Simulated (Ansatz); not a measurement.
**CHOSi+ (triplet): the correlation ladder, cc-pVDZ**

Aim: climb from Hartree-Fock through coupled cluster and multireference methods for CHOSi+ (triplet) at one geometry and basis, and see what each rung misses.

Program: Ansatz 0.2.0, Gaussian basis. Level of theory: cc-pVDZ, core rule «outside noble gas», up to 7 orbitals frozen. These are calculated values, not measurements.

Plan: UHF; CCSD(T) on ROHF; CCSD(T) on UHF; BCCD(T) on ROHF; CISD as a restricted active space (open shells left free, so some higher excitations enter); CCSDT(Q) on ROHF; CCSDT(Q) on UHF; CASSCF and NEVPT2, 10 electrons in 10 orbitals.

23 further runs of the same task are left out: 11 that didn't finish, 12 set aside as unsound or not needed. Runs told in other sessions of the task aren't counted.

**1. The geometry**

The geometry is a PBE0/def2-TZVP stationary point (not a proven minimum) of the parent state, kept for this charge and spin.

4 atoms, charge 1, spin multiplicity 3.

Atoms are counted from 1 here; the program's logs count them from 0.

Bond lengths: C1–O2 1.127 Å, Si3–H4 1.529 Å.

As a file:

```
C     0.0000   -0.0240    2.1548
O     0.0000    0.0648    1.0313
Si    0.0000   -0.0783   -1.4631
H     0.0000    1.4400   -1.2794
```

**2. UHF**

Contents of in.yaml:

```yaml
crystal:
  periodic: [false, false, false]
  atoms:
    - {symbol: C, position_ang: [0.000000, -0.024020, 2.154831]}
    - {symbol: O, position_ang: [0.000000, 0.064782, 1.031260]}
    - {symbol: Si, position_ang: [0.000000, -0.078311, -1.463067]}
    - {symbol: H, position_ang: [0.000000, 1.439987, -1.279434]}
basis:
  gaussian: {orbitals: cc-pVDZ}
total_charge: 1
magnetization: {spin_polarized: true, initial_magnetization: 2}
hamiltonian: {xc: hf}
output: {orbitals: {seedname: orbitals}}
```

Launch:

```sh
> ansatz run in.yaml --threads 1 --pin off --events-out ev --progress --plain --max-ram 2393MiB
```

Further steps of the session: CCSD(T) on ROHF; CCSD(T) on UHF; BCCD(T) on ROHF; CISD as a restricted active space (open shells left free, so some higher excitations enter); CCSDT(Q) on ROHF; CCSDT(Q) on UHF; CASSCF and NEVPT2, 10 electrons in 10 orbitals.

**Question.** What will the summary of the whole plan be? Wanted: UCCSDT(Q) from the RHF energy; RMP2 from UCCSDT(Q); UMP2 from UCCSDT(Q); RCCSD from UCCSDT(Q); RCCSD(T) from UCCSDT(Q); UCCSD(T) from UCCSDT(Q); RCCSDT(Q) from UCCSDT(Q); T1 diagnostic.

The runs gave:

| quantity | value |
| --- | --- |
| UCCSDT(Q) from the ROHF energy | -10.0286 eV |
| RMP2 from UCCSDT(Q) | +26.11 kcal/mol |
| UMP2 from UCCSDT(Q) | +25.55 kcal/mol |
| RCCSD from UCCSDT(Q) | +8.93 kcal/mol |
| RCCSD(T) from UCCSDT(Q) | +1.32 kcal/mol |
| UCCSD(T) from UCCSDT(Q) | +1.29 kcal/mol |
| RCCSDT(Q) from UCCSDT(Q) | +0.12 kcal/mol |
| levels within 1 kcal/mol (43 meV) | RCCSDT, UCCSDT, RCCSDT(Q) |
| T1 diagnostic | 0.029 |

RCCSD(T) misses by +1.32 kcal/mol, 0.6 % of the correlation energy. These misses are within one basis, not against nature; the frozen cores of restricted and unrestricted runs differ, which can shift their rows.

With open shells the CI space here admits some higher excitations, so it is larger than plain CISD.
